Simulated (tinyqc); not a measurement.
RKS/PBE in the sto-6g basis, for OH-, spin multiplicity 1, step by step. The basis has no diffuse functions, so it cannot describe the extra electron: this is an exercise in the method, not the real anion. One step of it, computed by the program tinyqc.

Problem. Iteration 2: building the Kohn-Sham matrix. J_ij = sum D_kl (ij|kl); F = H + J + V_xc; E = tr D H + tr D J / 2 + E_xc + E_nn.

D after iteration 1:
```
            1O 1s      1O 2s    1O 2px    1O 2py     1O 2pz      2H 1s
1O 1s    2.113581  -0.495372  0.000000  0.000000   0.044767   0.043653
1O 2s   -0.495372   2.171248  0.000000  0.000000  -0.213024  -0.325272
1O 2px   0.000000   0.000000  2.000000  0.000000   0.000000   0.000000
1O 2py   0.000000   0.000000  0.000000  2.000000   0.000000   0.000000
1O 2pz   0.044767  -0.213024  0.000000  0.000000   0.191436   0.555871
2H 1s    0.043653  -0.325272  0.000000  0.000000   0.555871   1.658726
```

core Hamiltonian H = T + V (hartree):
```
             1O 1s      1O 2s     1O 2px     1O 2py     1O 2pz      2H 1s
1O 1s   -32.293568  -7.131084   0.000000   0.000000  -0.007059  -0.538741
1O 2s    -7.131084  -8.519983   0.000000   0.000000  -0.083942  -1.408032
1O 2px    0.000000   0.000000  -6.816984   0.000000   0.000000   0.000000
1O 2py    0.000000   0.000000   0.000000  -6.816984   0.000000   0.000000
1O 2pz   -0.007059  -0.083942   0.000000   0.000000  -6.858718  -1.146948
2H 1s    -0.538741  -1.408032   0.000000   0.000000  -1.146948  -3.356948
```

Two-electron integrals (ij|kl) in chemists' order, unique and non-zero (hartree):
```
(11|11) 4.787491   (21|11) 0.675884   (21|21) 0.121505   (22|11) 1.117379
(22|21) 0.249212   (22|22) 0.817383   (31|31) 0.025762   (32|31) 0.039145
(32|32) 0.180664   (33|11) 1.117381   (33|21) 0.249212   (33|22) 0.817382
(33|33) 0.880663   (41|41) 0.025762   (42|41) 0.039145   (42|42) 0.180664
(43|43) 0.047461   (44|11) 1.117381   (44|21) 0.249212   (44|22) 0.817382
(44|33) 0.785741   (44|44) 0.880663   (51|51) 0.025762   (52|51) 0.039145
(52|52) 0.180664   (53|53) 0.047461   (54|54) 0.047461   (55|11) 1.117381
(55|21) 0.249212   (55|22) 0.817382   (55|33) 0.785741   (55|44) 0.785741
(55|55) 0.880663   (61|11) 0.053778   (61|21) 0.009282   (61|22) 0.018675
(61|33) 0.018637   (61|44) 0.018637   (61|51) 0.000454   (61|52) 0.000898
(61|55) 0.018750   (61|61) 0.000722   (62|11) 0.158470   (62|21) 0.035975
(62|22) 0.134320   (62|33) 0.131979   (62|44) 0.131979   (62|51) 0.002883
(62|52) 0.022996   (62|55) 0.139002   (62|61) 0.002774   (62|62) 0.030162
(63|31) 0.003607   (63|32) 0.021517   (63|53) 0.004538   (63|63) 0.003802
(64|41) 0.003607   (64|42) 0.021517   (64|54) 0.004538   (64|64) 0.003802
(65|11) 0.128092   (65|21) 0.029439   (65|22) 0.116961   (65|33) 0.112125
(65|44) 0.112125   (65|51) 0.005548   (65|52) 0.039394   (65|55) 0.126631
(65|61) 0.002351   (65|62) 0.031862   (65|65) 0.036938   (66|11) 0.360667
(66|21) 0.083314   (66|22) 0.357101   (66|33) 0.345912   (66|44) 0.345912
(66|51) 0.006788   (66|52) 0.077134   (66|55) 0.379478   (66|61) 0.006441
(66|62) 0.112630   (66|65) 0.134693   (66|66) 0.774999
```

nuclear repulsion = 2.89960116 hartree

V_xc (hartree):
```
            1O 1s      1O 2s     1O 2px     1O 2py     1O 2pz      2H 1s
1O 1s   -3.093995  -0.371776   0.000000   0.000000   0.001759  -0.030684
1O 2s   -0.371776  -0.775906   0.000000   0.000000   0.008599  -0.121682
1O 2px   0.000000   0.000000  -0.804571   0.000000   0.000000   0.000000
1O 2py   0.000000   0.000000   0.000000  -0.804571   0.000000   0.000000
1O 2pz   0.001759   0.008599   0.000000   0.000000  -0.718501  -0.106172
2H 1s   -0.030684  -0.121682   0.000000   0.000000  -0.106172  -0.504736
```

E_xc = sum of w rho eps_xc = -9.40800936 hartree

Give: Coulomb J; Kohn-Sham matrix F; total energy of this density.

Solution.

Coulomb J (hartree):
```
         1O 1s  1O 2s  1O 2px  1O 2py  1O 2pz  2H 1s
1O 1s   17.201  3.042   0.000   0.000   0.001  0.234
1O 2s    3.042  7.952   0.000   0.000   0.083  1.339
1O 2px   0.000  0.000   7.987   0.000   0.000  0.000
1O 2py   0.000  0.000   0.000   7.987   0.000  0.000
1O 2pz   0.001  0.083   0.000   0.000   7.883  1.196
2H 1s    0.234  1.339   0.000   0.000   1.196  4.242
```

Kohn-Sham matrix F (hartree):
```
          1O 1s   1O 2s  1O 2px  1O 2py  1O 2pz   2H 1s
1O 1s   -18.187  -4.461   0.000   0.000  -0.004  -0.335
1O 2s    -4.461  -1.344   0.000   0.000   0.008  -0.191
1O 2px    0.000   0.000   0.365   0.000   0.000   0.000
1O 2py    0.000   0.000   0.000   0.365   0.000   0.000
1O 2pz   -0.004   0.008   0.000   0.000   0.305  -0.057
2H 1s    -0.335  -0.191   0.000   0.000  -0.057   0.380
```

total energy of this density = -74.94573 hartree
